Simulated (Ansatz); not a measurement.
# C2H3F3S: one species, many methods

An exercise on one series of results from a longer session: the logs are not shown, and one member is left open.

Computed with Ansatz 0.2.0, Gaussian basis. Level: functionals in def2-TZVPP, the program's frozen cores in correlated methods.

Levels to be run: LDA (SPW92), PBE-D4, revPBE-D4, BLYP-D4, r2SCAN-D4, B97M-V, PBE0-D4, B3LYP-D4, r2SCANh-D4, r2SCAN0-D4, HSE06-D4, BHLYP-D4, CAM-B3LYP-D4, LC-ωPBE, ωB97X-V, ωB97M-V, B2PLYP, PBE-QIDH; CCSD(T)/def2-SVP; CCSD(T)/def2-TZVPP; MP2/def2-QZVPP; extrapolation to the limit; RPA on PBE.

**The geometry**

An earlier PBE0-D4 in a triple-zeta def2 set relaxation fixed the geometry.

SMILES `FC(F)(F)CS`, 9 atoms, charge 0, spin multiplicity 1.

Atoms are counted from 1 here; the program's logs count them from 0.

Bond lengths: F1–C2 1.336 Å, C2–F3 1.336 Å, C2–F4 1.340 Å, C2–C5 1.509 Å, C5–S6 1.813 Å, C5–H7 1.090 Å, C5–H8 1.090 Å, S6–H9 1.341 Å. Angles: F1–C2–F3 107.5°, F1–C2–F4 107.4°, F1–C2–C5 112.2°, F3–C2–F4 107.4°, F3–C2–C5 112.3°, F4–C2–C5 109.7°, C2–C5–S6 110.8°, C2–C5–H7 107.2°, C2–C5–H8 107.2°, S6–C5–H7 110.9°, S6–C5–H8 110.9°, H7–C5–H8 109.6°, C5–S6–H9 94.6°.

Set-up of the first run:

The input, in.yaml:

```yaml
crystal:
  periodic: [false, false, false]
  atoms:
    - {symbol: F, position_ang: [0.194558, -1.832421, 0.561913]}
    - {symbol: C, position_ang: [0.579359, -0.853535, -0.261705]}
    - {symbol: F, position_ang: [1.848112, -0.556479, 0.031658]}
    - {symbol: F, position_ang: [0.560562, -1.346913, -1.507889]}
    - {symbol: C, position_ang: [-0.324500, 0.351403, -0.178062]}
    - {symbol: S, position_ang: [-0.326901, 1.039072, 1.498976]}
    - {symbol: H, position_ang: [-1.323903, 0.026084, -0.467034]}
    - {symbol: H, position_ang: [0.044720, 1.082478, -0.897219]}
    - {symbol: H, position_ang: [-1.163506, 2.044112, 1.202260]}
basis:
  gaussian: {orbitals: def2-TZVPP}
hamiltonian: {xc: lda}
output: {orbitals: {seedname: orbitals}}
```

Started as:

```console
$ ansatz run in.yaml --threads 4 --pin off --events-out ev --progress --plain --max-ram 10444MiB
```

Steps of the session up to this table: LDA; PBE-D4 (GGA); revPBE-D4 (GGA); BLYP-D4 (GGA); r2SCAN-D4 (meta-GGA); B97M-V (meta-GGA); B3LYP-D4 (hybrid); r2SCANh-D4 (hybrid); r2SCAN0-D4 (hybrid); HSE06-D4 (hybrid); BHLYP-D4 (hybrid); CAM-B3LYP-D4 (range-separated); LC-ωPBE (range-separated); ωB97X-V (range-separated); ωB97M-V (range-separated); B2PLYP (double hybrid); PBE-QIDH (double hybrid).

One table of the session follows, with a row left open; its other results are not shown here.

It belongs to the step «Orbital energies across the functionals». 

```
  functional  HOMO (eV)  gap (eV)
 LDA (SPW92)      -6.19      5.09
      PBE-D4      -6.06      5.15
   revPBE-D4      -6.01      5.19
     BLYP-D4      -5.92      5.08
   r2SCAN-D4      -6.36      5.77
      B97M-V      -6.44      5.74
     PBE0-D4      -7.38      7.42
    B3LYP-D4          ?         ?
  r2SCANh-D4      -6.84      6.60
  r2SCAN0-D4      -7.56      7.83
    HSE06-D4      -6.97      6.63
    BHLYP-D4      -8.56      9.46
CAM-B3LYP-D4      -8.77      9.80
     LC-ωPBE     -10.20     12.53
     ωB97X-V      -9.81     11.97
     ωB97M-V      -9.64     11.50
```

**Question.** Estimate the row for B3LYP-D4.

Worked estimate for «HOMO (eV)». Against the share of exact exchange, BLYP-D4 (0, -5.92), BHLYP-D4 (0.5, -8.56) give a slope of -5.28 per unit share; at 0.2 the line stands at -6.98.

**Answer.** HOMO (eV): -7.14; gap (eV): 6.88. In «HOMO (eV)» the line misses by +0.16.
